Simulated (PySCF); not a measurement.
**Stretching SF**

Set-up: S aug-cc-pV(D+d)Z, F aug-cc-pVDZ; no relativity (PySCF 2.14). Energies in eV from S + F in their ground configurations at the same level. State: ²Π (doublet), unpaired electrons π ↑.

All columns are PBE0. A positive dipole means S(−)F(+).

```
R (Å)  E (eV)  μ (D)  Mulliken charge on S (basis-dependent)  HOMO (eV)  LUMO (eV)  Mayer bond order  ⟨S²⟩
1.400  -2.345   0.38                                    0.31      -6.53      -3.77              0.66  0.75
1.465  -3.008   0.00                                    0.35      -6.80      -4.02              0.66  0.75
1.530  -3.374  -0.36                                    0.38      -7.04      -4.26              0.68  0.75
1.579  -3.503  -0.62                                    0.39      -7.21      -4.43              0.70  0.75
1.628  -3.538  -0.87                                    0.40      -7.38      -4.58              0.72  0.75
1.677  -3.498  -1.10                                    0.40      -7.53      -4.73              0.75  0.75
1.742  -3.360  -1.40                                    0.40      -7.72      -4.91              0.78  0.75
1.823  -3.092  -1.76                                    0.39      -7.94      -5.11              0.81  0.75
1.921  -2.688  -2.14                                    0.38      -8.17      -5.32              0.84  0.76
2.051  -2.091  -2.59                                    0.36      -8.42      -5.54              0.86  0.76
```

A fit through these points gives, at Re = 1.624 Å, μ = -0.85 D and dμ/dR = -4.98 D/Å; the reduced mass is 11.92 u.

Task: How strong is the fundamental in the double-harmonic approximation, I = 42.26·(dμ/dR)²/μred km/mol?

Result: I = 42.26·(-4.98)²/11.92 = 87.9 km/mol at PBE0.

The state is the lowest determinant that a PBE0 search found; another state may lie lower at other levels.
